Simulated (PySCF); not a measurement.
This PySCF input (PBE/def2-TZVPD) gives -477.12577 Eh with 165 basis functions.

```python
import numpy as np, basis_set_exchange as bse
from pyscf import gto, scf, dft, df

basis = {'C': gto.basis.parse(bse.get_basis('def2-TZVPD', elements=['C'], fmt='nwchem')), 'H': gto.basis.parse(bse.get_basis('def2-TZVPD', elements=['H'], fmt='nwchem')), 'S': gto.basis.parse(bse.get_basis('def2-TZVPD', elements=['S'], fmt='nwchem'))}
mol = gto.M(
    atom='''
    C     1.53627673    0.57214827    0.32255110
    C     0.05198928    0.83817034    0.12503813
    S    -0.85436042   -0.66617625   -0.25128999
    H    -1.61383760   -0.85876183    0.86582543
    H    -0.11397751    1.50680258   -0.72768466
    H     2.07101338    1.53091325    0.40204664
    H     1.72829395    0.03199031    1.26074749
    H     2.06867853   -0.01403613   -0.46583059
    ''',
    basis=basis,
    charge=-1,
    verbose=4,
    max_memory=8640,
)
mf = dft.RKS(mol, xc='pbe')
mf.grids.level = 3
mf = mf.density_fit(auxbasis=df.autoaux(mol))
mf.conv_tol = 1e-9
mf.max_cycle = 100
print('smallest overlap eigenvalue', np.linalg.eigvalsh(mol.intor('int1e_ovlp'))[0])
mf.kernel()
dip = mf.dip_moment()
```

Change:
```diff
- basis = {'C': gto.basis.parse(bse.get_basis('def2-TZVPD', elements=['C'], fmt='nwchem')), 'H': gto.basis.parse(bse.get_basis('def2-TZVPD', elements=['H'], fmt='nwchem')), 'S': gto.basis.parse(bse.get_basis('def2-TZVPD', elements=['S'], fmt='nwchem'))}
+ basis = {'C': gto.basis.parse(bse.get_basis('cc-pV(T+d)Z', elements=['C'], fmt='nwchem')), 'H': gto.basis.parse(bse.get_basis('cc-pV(T+d)Z', elements=['H'], fmt='nwchem')), 'S': gto.basis.parse(bse.get_basis('cc-pV(T+d)Z', elements=['S'], fmt='nwchem'))}
```

Task: What does the run give now?

Result: -477.12048 Eh (PBE/cc-pV(T+d)Z, 169 functions), a change of +5.29 mEh.
